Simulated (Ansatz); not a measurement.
Total energies of PS₂ (the lowest doublet isomer of a short search) from Ansatz at CCSD(T)/def2-TZVPP, gas phase (1 Eh = 27.2114 eV = 2625.5 kJ/mol). The reference geometry is relaxed at PBE-D4/def2-TZVP.

```
atom    x (Å)    y (Å)    z (Å)
  P1   0.1086   0.4464   0.2580
  S2  -1.2620   0.6309  -1.0983
  S3   1.1534  -1.0773   0.8402
```

```csv
state,geometry,energy (Eh)
charge 0 doublet,reference,-1136.36849
charge 1 singlet,reference,-1136.03361
charge 0 quartet,relaxed at PBE-D4/def2-TZVP,-1136.29404
free P atom (quartet),–,-340.81484
free S atom (triplet),–,-397.64674
```

Correlated methods freeze 15 core orbitals. In CCSD on the charge 0 quartet the largest single amplitude is 0.18, so its Hartree–Fock determinant may place the open shell otherwise than the density functionals do.

Q: Work out the vertical ionisation energy to the singlet.

A: E(charge 1 singlet) − E(charge 0 doublet) = -1136.03361 − (-1136.36849) = 0.33488 Eh = 9.11 eV.

Q: Which of the charge 0 states is lowest, and how far above it are the others?

A: The doublet. quartet: -1136.29404 − (-1136.36849) = 0.07445 Eh = 195.5 kJ/mol.

Q: What is the binding energy per atom against free atoms?

A: Atoms: 1 × (-340.81484) + 2 × (-397.64674) = -1136.10832 Eh. Binding: -1136.10832 − (-1136.36849) = 0.26017 Eh = 7.08 eV, or 2.36 eV for each of 3 atoms (no zero-point energy, no counterpoise term).

At CCSD(T)/def2-TZVPP T1 of the charge 1 singlet is large (up to 0.028), so the single-reference result is doubtful. At CCSD(T)/def2-TZVPP the restricted singlet (for correlated methods, its reference) is unstable: a solution with broken spin symmetry lies lower. 

The structure comes from a short search, and lower isomers may exist.
